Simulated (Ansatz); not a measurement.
Relaxation of FH₅Si₂ (8 atoms, charge 0, multiplicity 1), to a largest force component of 0.02 eV/Å in at most 40 steps.

All numbers below come from RKS r2SCAN/6-31G* in Ansatz 0.2.0.

```xyz
8
Properties=species:S:1:pos:R:3:forces:R:3
Si 0.000 0.000 0.000 -0.49 -0.04 -0.58
Si 0.000 0.000 2.220 0.08 0.04 0.86
H -1.315 -0.407 2.707 -0.56 -0.15 0.26
H 1.010 -0.935 2.707 0.38 -0.39 0.30
H 0.305 1.342 2.707 0.13 0.52 0.33
F 1.499 0.000 -0.529 1.05 0.03 -0.49
H -0.688 1.191 -0.486 -0.31 0.48 -0.34
H -0.688 -1.191 -0.486 -0.28 -0.50 -0.34
```

Question: Where does it end, and by what steps?

Answer: It converged. After 6 steps the energy has fallen by 0.182 eV; H4 moved furthest, 0.24 Å.

| step | energy less start (eV) | largest force component (eV/Å) | accepted |
| --- | --- | --- | --- |
| 0 | 0.0000 | 1.048 | yes |
| 1 | -0.1611 | 0.529 | yes |
| 2 | -0.1738 | 0.177 | yes |
| 3 | -0.1799 | 0.033 | yes |
| 4 | -0.1809 | 0.217 | yes |
| 5 | -0.1821 | 0.091 | yes |
| 6 | -0.1824 | 0.003 | yes |

```xyz
8
Properties=species:S:1:pos:R:3
Si 0.005 -0.005 -0.057
Si 0.020 0.005 2.280
H -1.381 -0.212 2.747
H 0.872 -1.088 2.828
H 0.501 1.307 2.822
F 1.498 0.201 -0.650
H -0.862 1.094 -0.570
H -0.529 -1.302 -0.561
```

Whether the end is a true minimum wasn't checked by a vibrational analysis.

The run took 29 s on 1 thread of Arm Neoverse V1 (shared host), peak memory 0.12 GiB.
